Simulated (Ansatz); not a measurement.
# CHB (singlet): wave-function methods side by side at distance B1–C2 = 2.993 Å, 6-31G

The task here is to estimate one member of a computed series from the others.

Program: Ansatz 0.2.0, Gaussian basis. Level of theory: 6-31G, core rule «outside noble gas», up to 2 orbitals frozen. These are calculated values, not measurements.

The runs, in order: UHF; CCSD(T) on RHF; CCSD(T) on UHF; BCCD(T) on RHF; CISD; CCSDT(Q) on RHF; CCSDT(Q) on UHF; CCSDTQ on RHF; CCSDTQ on UHF; CASSCF and MRCISD+Q, 2 electrons in 2 orbitals; CASSCF and NEVPT2, 2 electrons in 2 orbitals; CASSCF and MRCISD+Q, 8 electrons in 9 orbitals; CASSCF and NEVPT2, 8 electrons in 9 orbitals; Full CI.

20 further runs of the same task are left out: 17 that didn't finish, 3 set aside as unsound or not needed.

## What is computed

The geometry derives from a PBE0/def2-TZVP stationary point (not a proven minimum). One bond is set to the value named and the two fragments are kept rigid.

3 atoms, charge 0, spin multiplicity 1.

Atoms are counted from 1 here; the program's logs count them from 0.

Bond lengths: C2–H3 1.083 Å.

The first run:

Input file in.yaml:

```yaml
crystal:
  periodic: [false, false, false]
  atoms:
    - {symbol: B, position_ang: [0.000000, 0.077350, 2.260280]}
    - {symbol: C, position_ang: [0.000000, -0.367128, -0.699532]}
    - {symbol: H, position_ang: [0.000000, 0.289778, -1.560749]}
basis:
  gaussian: {orbitals: 6-31G}
magnetization: {spin_polarized: true, initial_magnetization: 0}
hamiltonian: {xc: hf}
output: {orbitals: {seedname: orbitals}}
```

Started as:

```bash
> ansatz run in.yaml --threads 1 --pin off --events-out ev --progress --plain --max-ram 2393MiB
```

Among the steps run: UHF; CCSD(T) on RHF; CCSD(T) on UHF; BCCD(T) on RHF; CISD; CCSDT(Q) on RHF; CCSDT(Q) on UHF; CCSDTQ on RHF; CCSDTQ on UHF; CASSCF and MRCISD+Q, 2 electrons in 2 orbitals; CASSCF and NEVPT2, 2 electrons in 2 orbitals; CASSCF and MRCISD+Q, 8 electrons in 9 orbitals; CASSCF and NEVPT2, 8 electrons in 9 orbitals; Full CI.

One table of the session follows, with a row left open; its other results are not shown here.

| method | from FCI (kcal/mol) |
| --- | --- |
| RHF | +124.93 |
| RMP2 | +46.37 |
| CISD | +22.82 |
| RCCSD | +6.74 |
| RCCSD(T) | ? |
| BCCD(T) | +0.93 |
| RCCSDT | +0.74 |
| RCCSDT(Q) | -0.31 |
| RCCSDTQ | +0.04 |
| CASSCF pair | +70.50 |
| NEVPT2 pair | +26.12 |
| FCI | 0 |

Estimate the missing values for RCCSD(T).

The run gave: from FCI (kcal/mol): +0.26. In the column «from FCI (kcal/mol)» it lies between RCCSDTQ (+0.04) and RCCSDT (+0.74).

Among the levels timed on like hardware and quicker than the yardstick, those that no quicker one beats, quickest first: NEVPT2 pair (0.36 s, +26.12 kcal/mol); CISD (0.42 s, +22.82 kcal/mol); RCCSD(T) (1.1 s, +0.26 kcal/mol); RCCSDTQ (25 s, +0.04 kcal/mol).

Not comparable, so not listed: CASSCF and MRCISD+Q, 2 electrons in 2 orbitals (they don't share determinant, frozen orbitals or solution with the rows shown, or repeat one).

Caveats from the session: The report flags that the cluster equations may have other roots. The yardstick is full CI for this spin, exact in this basis with these frozen cores. Left out of the table: CASSCF valence, NEVPT2 valence, MRCISD valence, MRCISD+Q valence (the active space lost an orbital or holds another state than full CI finds). Left out of the table: UHF, UMP2, UCCSD, UCCSD(T), UCCSDT, UCCSDT(Q), UCCSDTQ (another determinant or state than the rows shown). The program flags RCCSDT(Q), RCCSDTQ as in doubt, so those rows may rest on another solution; read them beside their warnings. RCCSDT(Q) falls below full CI, which methods that aren't variational can do. Warnings in the runs' records: large difference, other roots, passed over end.
